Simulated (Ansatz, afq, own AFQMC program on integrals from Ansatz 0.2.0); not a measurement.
# Where AFQMC and coupled cluster stand for SiHCl, triplet

```xyz
3

Cl    0.0000    0.0000   -1.6723
H     0.0000    0.0000   -0.1673
Si    0.0000    0.0000    1.8397
```

Connectivity, by distances: ClH ··· Si.

Basis cc-pVTZ. Only valence electrons are correlated. AFQMC by an in-house program on the Cholesky factors that Ansatz 0.2.0 writes for its CCSD(T) run. ph-AFQMC/CISD is guided by a CISD state made of CCSD amplitudes; releasing the constraint for a short imaginary time cuts its bias at the price of noise, slowly where states lie close. Error bars are statistical, one sigma.

Determinant: UHF, the one that the program's search chose, which needn't be the lowest solution. The geometry is a point of a scan.

No full CI on the walks' own integrals is used here; CCSDT(Q) serves as the reference and is uncertain by about the last step of the cluster series.

Cautions: lower spins were not checked; the released energies have errors that jump between times, so the bars are unsure, so no released level is given (meV from the phaseless value at times in 1/Eh: -19 ± 12 at 0.24, -13 ± 4 at 0.51, -14 ± 4 at 0.99, -16 ± 6 at 1.62, -2 ± 8 at 2.40).

The T1 diagnostic is 0.0123. The weight of the determinant in the CISD state is 0.855 and the ⟨S²⟩ of the determinant is 2.030. The size of the correlated space is 12 electrons in 72 orbitals.

```json
{"level": "MP2", "correlation energy (eV)": "-7.3453"}
{"level": "CCSD", "correlation energy (eV)": "-8.3343"}
{"level": "CCSD(T)", "correlation energy (eV)": "-8.6675"}
```

(1) Estimate where phaseless AFQMC with the Hartree–Fock trial lies against CCSD(T) on the same integrals.

(1) 1.03 ± 1.00 mEh above CCSD(T). The gap is under twice the noise, so this walk alone can't tell the two apart.

Reference: CCSDT(Q), correlation energy -8.720 eV.

| level | E − E(reference) (mEh) | share of correlation (%) |
| --- | --- | --- |
| CCSD(T) | 1.93 | 99.40 |
| CCSDT | 0.59 | 99.81 |
| ph-AFQMC/HF | 2.96 ± 1.00 | 99.08 |
| ph-AFQMC/CISD | 0.71 ± 0.21 | 99.78 |

A walk keeps the symmetry of its determinant, which the program's search chose and which needn't be the lowest solution, so a lower state of the same spin and another symmetry isn't excluded.
